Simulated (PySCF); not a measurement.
A small calculation by hand: oscillator strength and radiative lifetime

acetic acid (C₂H₄O₂), SMILES CC(=O)O.

Coordinates come from a PBE0-D3(BJ)/def2-SVP optimisation. Other conformers were not sampled.

TDDFT-PBE/def2-SVPD in PySCF puts the first singlet state with f over 0.02 at 6.36 eV (vertical), with the transition dipole (-0.179, 0.541, 0.000) in atomic units.

Find the oscillator strength, the wavelength and the radiative lifetime that this transition would have in vacuum if emission retraced absorption.


|μ|² = 0.3247 au, so |μ| = 1.45 D. ΔE = 6.36/27.211 = 0.2337 hartree. f = (2/3) ΔE |μ|² = 0.051 (the program prints 0.051).
λ = 1239.84/6.36 = 195 nm; ν = 51297 cm⁻¹.
Einstein's coefficient A = 0.6670 ν² f s⁻¹ (ν in cm⁻¹) = 8.9e7 s⁻¹, so τ = 1/A = 11 ns. This state is S2; the lower singlet has f = 0.000. The figure is the radiative limit of this one transition; relaxation, internal conversion, crossing to triplets and a medium change what is measured.
